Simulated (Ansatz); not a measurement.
We consider HgS (P3₂21, No. 154), described by PBEsol in Ansatz (PAW).

Run with plane-wave cutoff 520 eV, 12×12×4 k mesh (along the axes of the cell as run), Fermi–Dirac smearing 0.01 eV, scalar-relativistic PAW data made under PBE.

Cell (measured lattice):

```cif
data_Hg3S3
_chemical_formula_sum 'Hg3 S3'
_space_group_name_H-M_alt 'P3221'
_space_group_IT_number 154
_space_group_name_Hall 'P 32 2"'
_cell_length_a 4.14500
_cell_length_b 4.14500
_cell_length_c 9.49600
_cell_angle_alpha 90.000
_cell_angle_beta 90.000
_cell_angle_gamma 120.000
loop_
_atom_site_label
_atom_site_type_symbol
_atom_site_symmetry_multiplicity
_atom_site_Wyckoff_symbol
_atom_site_fract_x
_atom_site_fract_y
_atom_site_fract_z
_atom_site_occupancy
Hg1 Hg 3 a 0.28020 0.28020 0.00000 1
S1 S 3 b 0.51110 0.51110 0.50000 1
```

Problem. Predict the band gap and smallest direct gap on the k points sampled.

Solution. 
band gap: 1.34 eV
smallest direct gap on the k points sampled: 1.38 eV

Note: cell and atoms aren't relaxed at this level (pressure 0.5 GPa).

Spin–orbit coupling is not included.

Computed values are for the static lattice.

The result took about 2.3 core-minutes (a rough figure).

Ansatz is a program for electronic structure.
